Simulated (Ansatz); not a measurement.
We consider rock-salt RbBr, described by r²SCAN0 (Ansatz, a program for electronic structure, plane waves, PAW).

Settings: plane-wave cutoff 520 eV, 6×6×6 k mesh, Fermi–Dirac smearing 0.01 eV, scalar-relativistic PAW data made under PBE.

Energies at three volumes about the minimum:

| V (Å³/atom) | E − E_lowest (meV/atom) |
|---|---|
| 40.283 | 1.02 |
| 41.263 | 0.00 |
| 42.294 | 1.16 |

Task: Fit a parabola by hand: where is the minimum, what lattice constant follows, and what is the bulk modulus?

Result: Slopes: (0.00 − 1.02)/(41.263 − 40.283) = -1.041 and (1.16 − 0.00)/(42.294 − 41.263) = 1.125 meV/Å³. Curvature E″ = 2 × (1.125 − (-1.041))/(42.294 − 40.283) = 2.154 meV/Å⁶. From the middle of the first interval, the slope vanishes at V0 = 40.7730 − (-1.041)/2.154 = 41.256 Å³/atom. B = V0 E″ = 41.256 × 2.154 meV/Å³ × 0.1602 GPa per meV/Å³ = 14.2 GPa. With 8 atoms in the cube, a = (8 × 41.256)^(1/3) = 6.911 Å. The full Birch–Murnaghan fit to all volumes gives V0 = 41.233 Å³/atom and B0 = 14.2 GPa.

Measured, for comparison: bulk modulus 16 GPa (4 K, zero-point motion not removed; as tabulated in Doll and Stoll (1998), arXiv:cond-mat/9801031); lattice constant a 6.822 Å (low temperature, zero-point motion not removed; as tabulated in Doll and Stoll (1998), arXiv:cond-mat/9801031). Computed (rounded) less measured: bulk modulus -11 %.
